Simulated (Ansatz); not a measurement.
Born–Oppenheimer molecular dynamics of CH8AlN (11 atoms, charge 0, multiplicity 1). It starts at the highest image of a converged band, a first-order saddle point between two minima.

Theory: RKS PBE-D4/6-31G* in Ansatz.

- ensemble: NVE (velocity Verlet)
- time step: 0.5 fs
- steps asked: 200
- starting velocities drawn for: 300 K
- seed: 7450

First frame:

```xyz
11
Properties=species:S:1:pos:R:3
Al -0.019 -0.411 0.142
C -0.116 -0.001 2.289
H -1.038 -0.038 2.895
H 0.761 -0.103 2.949
H -0.073 1.047 1.911
H 1.458 -0.014 -0.341
H -1.364 0.167 -0.515
N -0.177 -2.251 0.733
H -1.047 -2.777 0.613
H 0.621 -2.891 0.713
H -0.175 -1.317 1.733
```

(1) How far do the bonds stretch over the last three quarters of this one trajectory? (Pairs bonded in most of those frames.)

Answers

(1) 
| bond | mean (Å) | spread (Å) | shortest | longest |
| --- | --- | --- | --- | --- |
| Al1–H6 | 1.605 | 0.022 | 1.57 | 1.64 |
| Al1–H7 | 1.604 | 0.011 | 1.59 | 1.63 |
| Al1–N8 | 1.805 | 0.048 | 1.73 | 1.91 |
| C2–H3 | 1.106 | 0.022 | 1.07 | 1.14 |
| C2–H4 | 1.105 | 0.016 | 1.07 | 1.14 |
| C2–H5 | 1.109 | 0.019 | 1.08 | 1.15 |
| C2–H11 | 1.107 | 0.029 | 1.06 | 1.16 |
| N8–H9 | 1.024 | 0.010 | 1.01 | 1.05 |
| N8–H10 | 1.025 | 0.012 | 1.00 | 1.04 |

Pairs bonded in part of these frames only: Al1–C2 10 %.

Mean temperature of the second half: 1002 K. The conserved energy stayed within 0.13 meV per atom of its start (net change 0.088 meV per atom), so the integration is sound. The kinetic energy rose, since the run started high on the potential surface and went downhill. It ends in pieces (AlH4N + CH4), so much of that is their flight and rotation, not heat. A run of 0.1 ps of so small a system gives no equilibrium averages. The orbitals stay closed-shell, which can raise the energy where a bond breaks towards radicals; this wasn't checked here.

Time of the run: 6.2 min on 1 thread of Arm Neoverse V2 (shared host), peak memory 0.098 GiB.
